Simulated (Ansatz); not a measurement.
A first try at a single point in a Gaussian basis of C5H8N, SMILES [CH]=C[C@@H]1N[C@@H]1C, using Ansatz 0.2.0, Python API.

Script `energy_c5h8n.py`:
```python
# -*- coding: utf-8 -*-
"""Single point of C5H8N."""

from pathlib import Path

import ansatz as az
import numpy as np

geometry_ang = [
    ("C", (2.0896, 1.4075, 0.4178)),
    ("C", (1.3215, 0.3213, 0.4814)),
    ("C", (0.7235, -0.2612, -0.7733)),
    ("N", (-0.3232, 0.5922, -1.3878)),
    ("C", (-0.6798, -0.6993, -0.7575)),
    ("C", (-1.5135, -0.565, 0.5283)),
    ("H", (2.5457, 1.8126, 1.3151)),
    ("H", (1.1766, -0.1788, 1.4343)),
    ("H", (1.3905, -0.7104, -1.5389)),
    ("H", (-0.5643, 1.3897, -0.7541)),
    ("H", (-0.9617, -1.4678, -1.5074)),
    ("H", (-1.2729, 0.3434, 1.1201)),
    ("H", (-1.3431, -1.458, 1.1645)),
    ("H", (-2.5888, -0.5263, 0.2573)),
]
mol = az.Crystal.molecule()
for symbol, xyz in geometry_ang:
    mol = mol.atom(symbol, xyz)

model = mol.calculation()
model = model.basis(gaussian="cc-pVDZ")
model = model.functional(az.LibraryFunctional("wB97X-V"))
model = model.spin("collinear", total=1)
model = model.forces()
model = model.orbitals()
print(model.to_yaml())
result = model.run(runs_dir="out")
summary = result.report

for key in ("converged", "energy", "reference_energy_ev", "n_frozen", "n_occupied", "n_virtual"):
    print(f"{key:22s} {summary[key]}")

field = summary["mean_field"]
print("<S^2> =", round(abs(field["state"]["spin_squared"]), 4), " relativity:", field["relativity"])
print("passes:", field["passes"])
if "symmetry" in field:
    print("occupied orbitals by irrep:", field["symmetry"]["occupied"])

symbols = [site.symbol for site in mol.cartesian_sites]
print("forces (eV/A)")
for symbol, f in zip(symbols, summary["forces_ev_ang"]):
    print(f"  {symbol:2s} {f[0]:9.4f} {f[1]:9.4f} {f[2]:9.4f}")

charges = summary["charge_distribution"]
print("dipole moment", round(4.803205 * float(np.linalg.norm(charges["dipole_moment_e_ang"])), 3), "D")
print("Mulliken:", [(s, round(q, 3)) for s, q in zip(symbols, charges["mulliken_charges_e"])])

lines = Path(summary["orbitals_path"]).read_text().splitlines()
field_of = lambda key: [line.split("=")[1].strip() for line in lines if line.startswith(key)]
orbitals = [(27.211386 * float(e), s, float(n)) for e, s, n in zip(field_of("Ene="), field_of("Spin="), field_of("Occup="))]
homo = max(e for e, _, n in orbitals if n > 0.5)
lumo = min(e for e, _, n in orbitals if n < 0.5)
for e, spin, n in sorted(orbitals):
    if homo - 10 < e < lumo + 5:
        print(f"{spin:6s} {e:10.3f} eV  occupation {n:.0f}")
```

Running `python energy_c5h8n.py` prints:
```text
crystal:
  periodic: [false, false, false]
  atoms:
    - { symbol: C, position_ang: [2.0896, 1.4075, 0.4178] }
    - { symbol: C, position_ang: [1.3215, 0.3213, 0.4814] }
    - { symbol: C, position_ang: [0.7235, -0.2612, -0.7733] }
    - { symbol: "N", position_ang: [-0.3232, 0.5922, -1.3878] }
    - { symbol: C, position_ang: [-0.6798, -0.6993, -0.7575] }
    - { symbol: C, position_ang: [-1.5135, -0.565, 0.5283] }
    - { symbol: H, position_ang: [2.5457, 1.8126, 1.3151] }
    - { symbol: H, position_ang: [1.1766, -0.1788, 1.4343] }
    - { symbol: H, position_ang: [1.3905, -0.7104, -1.5389] }
    - { symbol: H, position_ang: [-0.5643, 1.3897, -0.7541] }
    - { symbol: H, position_ang: [-0.9617, -1.4678, -1.5074] }
    - { symbol: H, position_ang: [-1.2729, 0.3434, 1.1201] }
    - { symbol: H, position_ang: [-1.3431, -1.458, 1.1645] }
    - { symbol: H, position_ang: [-2.5888, -0.5263, 0.2573] }
basis:
  gaussian:
    orbitals: cc-pVDZ
hamiltonian:
  xc:
    name: wB97X-V
magnetization:
  spin_polarized: true
  initial_magnetization: 1.0
output:
  orbitals: {}
  forces: true

converged              True
Traceback (most recent call last):
  File "energy_c5h8n.py", line 40, in <module>
    print(f"{key:22s} {summary[key]}")
                       ~~~~~~~^^^^^
KeyError: 'energy'
```

Find the fault and give the corrected script.

The fault: the report has no such key (the free energy stands under free_energy_ev). The correction:

```diff
--- before
+++ after
@@ -38,3 +38,3 @@
 
-for key in ("converged", "energy", "reference_energy_ev", "n_frozen", "n_occupied", "n_virtual"):
+for key in ("converged", "free_energy_ev", "reference_energy_ev", "n_frozen", "n_occupied", "n_virtual"):
     print(f"{key:22s} {summary[key]}")
```

After the fix:

`python energy_c5h8n.py` gives:
```text
crystal:
  periodic: [false, false, false]
  atoms:
    - { symbol: C, position_ang: [2.0896, 1.4075, 0.4178] }
    - { symbol: C, position_ang: [1.3215, 0.3213, 0.4814] }
    - { symbol: C, position_ang: [0.7235, -0.2612, -0.7733] }
    - { symbol: "N", position_ang: [-0.3232, 0.5922, -1.3878] }
    - { symbol: C, position_ang: [-0.6798, -0.6993, -0.7575] }
    - { symbol: C, position_ang: [-1.5135, -0.565, 0.5283] }
    - { symbol: H, position_ang: [2.5457, 1.8126, 1.3151] }
    - { symbol: H, position_ang: [1.1766, -0.1788, 1.4343] }
    - { symbol: H, position_ang: [1.3905, -0.7104, -1.5389] }
    - { symbol: H, position_ang: [-0.5643, 1.3897, -0.7541] }
    - { symbol: H, position_ang: [-0.9617, -1.4678, -1.5074] }
    - { symbol: H, position_ang: [-1.2729, 0.3434, 1.1201] }
    - { symbol: H, position_ang: [-1.3431, -1.458, 1.1645] }
    - { symbol: H, position_ang: [-2.5888, -0.5263, 0.2573] }
basis:
  gaussian:
    orbitals: cc-pVDZ
hamiltonian:
  xc:
    name: wB97X-V
magnetization:
  spin_polarized: true
  initial_magnetization: 1.0
output:
  orbitals: {}
  forces: true

converged              True
free_energy_ev         -6799.499530575056
reference_energy_ev    -6799.499530575056
n_frozen               0
n_occupied             [23, 22]
n_virtual              [101, 102]
<S^2> = 0.7637  relativity: none
passes: {'evaluations': 18, 'products': 19}
occupied orbitals by irrep: [{'A': 23}, {'A': 22}]
forces (eV/A)
  C    -0.6789   -1.2052    1.1770
  C     0.8840    0.3211   -1.8289
  C    -0.0065    0.7710    0.0403
  N    -0.0797   -0.0595   -0.3815
  C    -0.9536    0.9617    0.3149
  C     0.0617   -0.9095   -0.4501
  H     0.5997    0.8785    0.0064
  H    -0.0628   -0.1816    0.5024
  H    -0.0570    0.2185    0.5574
  H     0.3308   -0.9389   -0.3804
  H    -0.1356    0.2274    0.5524
  H     0.0937   -0.2698   -0.3231
  H    -0.2161    0.1918    0.0618
  H     0.2205   -0.0055    0.1516
dipole moment 2.304 D
Mulliken: [('C', -0.022), ('C', -0.07), ('C', 0.005), ('N', -0.191), ('C', -0.072), ('C', 0.006), ('H', 0.052), ('H', 0.031), ('H', 0.034), ('H', 0.096), ('H', 0.02), ('H', 0.028), ('H', 0.036), ('H', 0.046)]
Alpha     -17.832 eV  occupation 1
Beta      -17.536 eV  occupation 1
Alpha     -16.281 eV  occupation 1
Beta      -16.164 eV  occupation 1
Alpha     -15.789 eV  occupation 1
Beta      -15.473 eV  occupation 1
Alpha     -15.213 eV  occupation 1
Beta      -15.013 eV  occupation 1
Alpha     -14.249 eV  occupation 1
Beta      -14.237 eV  occupation 1
Alpha     -13.678 eV  occupation 1
Beta      -13.640 eV  occupation 1
Alpha     -12.790 eV  occupation 1
Beta      -12.674 eV  occupation 1
Alpha     -11.919 eV  occupation 1
Beta      -11.795 eV  occupation 1
Alpha     -11.540 eV  occupation 1
Beta      -11.506 eV  occupation 1
Alpha     -10.063 eV  occupation 1
Alpha     -10.039 eV  occupation 1
Beta       -9.817 eV  occupation 1
Beta       -9.070 eV  occupation 1
Alpha      -9.058 eV  occupation 1
Beta       -0.256 eV  occupation 0
Alpha       2.280 eV  occupation 0
Beta        2.639 eV  occupation 0
Alpha       4.084 eV  occupation 0
Beta        4.143 eV  occupation 0
Alpha       4.486 eV  occupation 0
Beta        4.507 eV  occupation 0
```

Reading the output:
- Total energies depend on the basis set; only differences at equal settings carry meaning.
- The geometry is a force-field or estimated start, not a minimum of this method, and the basis set is short of its limit.
- The species is open-shell (spin multiplicity 2).
- Levels such as HOMO and LUMO are orbital energies: with these approximate functionals they aren't the ionisation energy and electron affinity, and their gap isn't the fundamental gap.
- Timing: 54 s on 1 thread of AMD EPYC 7R43 64-Core Processor (Zen 3), on a shared host, peak memory 0.6 GiB.

(A comment or docstring line of the script was reworded after the run, the code is as it ran; lines on the test bed's own set-up are left out of the output.)
